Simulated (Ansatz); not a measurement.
in.yaml

```yaml
crystal:
  periodic: [false, false, false]
  atoms:
    - {symbol: Ge, position_ang: [0.001596, 0.000000, 0.298312]}
    - {symbol: O, position_ang: [-0.015648, -0.000001, -1.496535]}
    - {symbol: H, position_ang: [1.506240, 0.000114, 0.613871]}
    - {symbol: H, position_ang: [-0.686530, 1.270175, 0.821236]}
    - {symbol: H, position_ang: [-0.686338, -1.270279, 0.821236]}
basis:
  gaussian: {orbitals: cc-pVDZ}
total_charge: 1
magnetization: {spin_polarized: false, initial_magnetization: 2}
correlation: {method: sc_nevpt2, electrons: outside_noble_gas, active_space: {window: {electrons: 4, orbitals: 4}, states: [{multiplicity: 3, weights: [0]}]}}
scf: {omitted_lower_state_checks: [cluster_reference]}
```

```sh
$ ansatz run in.yaml --threads 1 --pin off --events-out ev --progress --plain --max-ram 2393MiB
```

Task: How does this run end?

Result: Refused. The input was made wrong on purpose (impossible set of states or weights), so the run isn't a sound calculation of what was asked.
```
Error: set 0 asks for 1 states and needs as many positive weights; it has [0.0]
```
